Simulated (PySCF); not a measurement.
B3LYP has the VWN-RPA correlation part, as in Gaussian. Excitations are Tamm–Dancoff values on a coarser integration grid. The basis has no diffuse functions, so Rydberg states are missing or too high.

Cartesian coordinates (Å):
```xyz
12

C      1.9271     0.3557     0.3874
C      0.8731    -0.4076     0.1292
C     -0.3252     0.0102    -0.6658
C     -1.6221    -0.0575     0.1476
H      1.9950     1.3713     0.0128
H      2.7600    -0.0035     0.9781
H      0.8450    -1.4194     0.5285
H     -0.4221    -0.6442    -1.5394
H     -0.1756     1.0234    -1.0476
H     -2.4825     0.2234    -0.4623
H     -1.5773     0.6156     1.0055
H     -1.7955    -1.0674     0.5259
```
Charge 0, multiplicity 1.

Problem. Estimate the HOMO–LUMO gap, dipole moment, brightest of the four lowest singlets (TDA), S1 oscillator strength, HOMO, S1 excitation (TDA), T1 excitation (TDA) and LUMO that PySCF with B3LYP-D3(BJ)/def2-TZVP returns for this input.

Solution. 
```yaml
HOMO–LUMO gap: 7.28 eV
dipole_moment: 0.40 D
brightest of the four lowest singlets (TDA): 7.79 eV
S1 oscillator strength: 0.100
HOMO: -7.15 eV
S1 excitation (TDA): 7.36 eV
T1 excitation (TDA): 4.49 eV
LUMO: 0.13 eV
```
